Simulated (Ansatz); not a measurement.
Basis-set extrapolation for `FC1=CCC=C1` (PBE0-D4/def2-TZVP geometry, frozen core, Ansatz 0.2.0). Multiplicity 1, RHF reference.

```tsv
	def2-TZVPP	def2-QZVPP
HF	-291.759297	-291.771834
MP2 correlation	-1.039832	-1.114383
CCSD(T) correlation	-1.115645	not run
```

Energies in hartree. Use E(X) = E(∞) + A·exp(−7.88·√X) for Hartree–Fock and E(X) = E(∞) + B·X^(−2.97) for correlation, with X = 3 and 4, and add CCSD(T) minus MP2 of the smaller set to the MP2 limit.

Problem. What is the CCSD(T) energy at the basis-set limit?

Solution. HF limit: -291.771834 + (-0.012537) × 0.13774 = -291.77356. MP2 limit: -1.114383 + (-0.074551) × 0.74074 = -1.16961. Higher-order term: -1.115645 − (-1.039832) = -0.07581. Total: -293.01898 hartree, 3.92 eV below CCSD(T)/def2-TZVPP.
